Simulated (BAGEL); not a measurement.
**O2 (oxygen) at FCI/STO-3G (density fitting with cc-pvqz-jkfit)**

Aim: the vertical electron affinity of O2 (oxygen) at FCI/STO-3G (density fitting with cc-pvqz-jkfit), from 2 runs. 

Program for the calculation: BAGEL 1.2.2.

1 further run of the same task is left out (it didn't finish). Runs told in other sessions of the task aren't counted.

## Step 1: The system as given

O2 has 2 atoms, charge 0, and is taken as a triplet. As SMILES, `O=O`. The shape is that of a PBE0-D4/def2-TZVP optimisation.

Bond lengths: O1–O2 1.193 Å.

## Step 2: A single-point energy at FCI/STO-3G (density fitting with cc-pvqz-jkfit)

job.json reads:

```json
{ "bagel": [

{
  "title": "molecule",
  "basis": "sto-3g",
  "df_basis": "cc-pvqz-jkfit",
  "angstrom": true,
  "geometry": [
    { "atom": "O", "xyz": [    0.509550,   -0.164850,    0.262450 ] },
    { "atom": "O", "xyz": [   -0.509550,    0.164850,   -0.262450 ] }
  ]
},
{
  "title": "hf"
},
{
  "title": "fci",
  "nstate": 1,
  "ncore": 2,
  "nspin": 2
}

]}
```

Launch:

```
$ BAGEL_NUM_THREADS=1 BAGEL job.json > job.out
```

Standard output:

```text
* using 1 threads per process

  ===============================================================
  ===============================================================

  *** Geometry ***

  { "atom" : "O", "xyz" : [      0.962910,     -0.311521,      0.495959 ] },
  { "atom" : "O", "xyz" : [     -0.962910,      0.311521,     -0.495959 ] },

  Number of auxiliary basis functions:      212

  Since a DF basis is specified, we compute 2- and 3-index integrals:
    o Being stored without compression. Storage requirement is 0.000 GB

  Number of basis functions:       10
  Number of electrons      :       16

    * METHOD: MOLECULE                             0.02

  *** RHF ***

  === Nuclear Repulsion ===
    28.3929930607

      * DIIS with orbital gradients will be used.

  === RHF iteration (sto-3g) ===
      0       -147.54577275          0.01164311           0.00
      1       -147.54939118          0.00191872           0.00
      2       -147.54958825          0.00025085           0.00
      3       -147.54959166          0.00000011           0.00
      4       -147.54959166          0.00000000           0.00
    * SCF iteration converged.

    * Permanent dipole moment:
           (    0.000000,    -0.000000,     0.000000) a.u.

    * METHOD: HF                                   0.01

  ---------------------------
        FCI calculation
  ---------------------------

  Performs exactly the same way as Knowles & Handy 1984 CPL

  o alpha-beta strings
      length:            64
  o size of the space
      determinant space:  448
      spin-adapted space: 378

  o single displacement lists (alpha)
      length:           112
  o single displacement lists (beta)
      length:          1120

     guess   0:   closed 11111...             open .....11.

  === FCI iteration ===

      0  0      -147.63093412     2.18e-02      0.00
      1  0      -147.73249204     6.04e-03      0.00
      2  0      -147.73856130     1.53e-03      0.00
      3  0      -147.73891144     3.12e-04      0.00
      4  0      -147.73893287     8.89e-05      0.00
      5  0      -147.73893449     2.17e-05      0.00
      6  0      -147.73893458     3.29e-06      0.00
      7  0      -147.73893459     7.09e-07      0.00
      8  0      -147.73893459     1.20e-07      0.00
      9  0      -147.73893459     1.44e-08      0.00
     10  0      -147.73893459     2.16e-09      0.00
     11  0      -147.73893459     2.69e-10      0.00
     12  0 *    -147.73893459     2.80e-11      0.00

     * ci vector, state   0, <S^2> = 2.0000
       22222aa.     0.9680700432
       22a2a22.    -0.1644616677
       22ab22aa     0.0788829740
       222baa2a    -0.0788829740
       22aa22ab    -0.0681199294
       222aaa2b    -0.0681199294
       222.2aa2    -0.0610507319

    * METHOD: FCI                                  0.00

  ===============================================================
```

It took 0.2 s on 1 thread of Arm Neoverse V2, shared host.

## Step 3: The doublet anion at the same level

calc.json reads:

```json
{ "bagel" : [

{
  "title" : "molecule",
  "basis" : "sto-3g",
  "df_basis" : "cc-pvqz-jkfit",
  "angstrom" : true,
  "geometry" : [
    { "atom" : "O", "xyz" : [    0.509550,   -0.164850,    0.262450 ] },
    { "atom" : "O", "xyz" : [   -0.509550,    0.164850,   -0.262450 ] }
  ]
},
{
  "title" : "hf"
},
{
  "title" : "fci",
  "nstate" : 1,
  "charge" : -1,
  "ncore" : 2,
  "nspin" : 1
}

]}
```

Launch:

```
$ BAGEL_NUM_THREADS=1 BAGEL calc.json > calc.out
```

Standard output:

```text
* using 1 threads per process

  ===============================================================
  ===============================================================

  *** Geometry ***

  { "atom" : "O", "xyz" : [      0.962910,     -0.311521,      0.495959 ] },
  { "atom" : "O", "xyz" : [     -0.962910,      0.311521,     -0.495959 ] },

  Number of auxiliary basis functions:      212

  Since a DF basis is specified, we compute 2- and 3-index integrals:
    o Being stored without compression. Storage requirement is 0.000 GB

  Number of basis functions:       10
  Number of electrons      :       16

    * METHOD: MOLECULE                             0.02

  *** RHF ***

  === Nuclear Repulsion ===
    28.3929930607

      * DIIS with orbital gradients will be used.

  === RHF iteration (sto-3g) ===
      0       -147.54577275          0.01164311           0.00
      1       -147.54939118          0.00191872           0.00
      2       -147.54958825          0.00025085           0.00
      3       -147.54959166          0.00000011           0.00
      4       -147.54959166          0.00000000           0.00
    * SCF iteration converged.

    * Permanent dipole moment:
           (    0.000000,    -0.000000,     0.000000) a.u.

    * METHOD: HF                                   0.01

  ---------------------------
        FCI calculation
  ---------------------------

  Performs exactly the same way as Knowles & Handy 1984 CPL

  o alpha-beta strings
      length:            36
  o size of the space
      determinant space:  224
      spin-adapted space: 168

  o single displacement lists (alpha)
      length:           112
  o single displacement lists (beta)
      length:           504

     guess   0:   closed 11111.1.             open .....1..

  === FCI iteration ===

      0  0      -147.35514991     2.32e-02      0.00
      1  0      -147.41139508     3.96e-03      0.00
      2  0      -147.41264373     6.18e-04      0.00
      3  0      -147.41268519     1.10e-04      0.00
      4  0      -147.41268626     1.04e-05      0.00
      5  0      -147.41268627     1.26e-06      0.00
      6  0      -147.41268627     2.07e-07      0.00
      7  0      -147.41268627     3.50e-08      0.00
      8  0      -147.41268627     3.37e-09      0.00
      9  0      -147.41268627     2.34e-10      0.00
     10  0 *    -147.41268627     1.57e-11      0.00

     * ci vector, state   0, <S^2> = 0.7500
       22222a2.     0.9850747689
       22ab222a     0.1001210116
       22aa222b     0.0880748407
       222.2a22     0.0629906104

    * METHOD: FCI                                  0.00

  ===============================================================
```

Run time: 0.2 s. Hardware: 1 thread of Arm Neoverse V2, shared host.

## Step 4: What came out

Level: FCI/STO-3G (density fitting with cc-pvqz-jkfit), 2 core orbitals frozen.

| quantity | value |
| --- | --- |
| triplet O2: total energy | -147.73893 Eh |
| doublet anion: total energy | -147.41269 Eh |
| vertical electron affinity (to the doublet anion) | -8.878 eV |

**Reading.** The anion lies 8.88 eV (205 kcal/mol) above the neutral: the electron isn't bound at this level, and such a value depends on the basis. Without diffuse functions anions come out too high. In a minimal basis such a difference can be off by several eV, whatever the method.
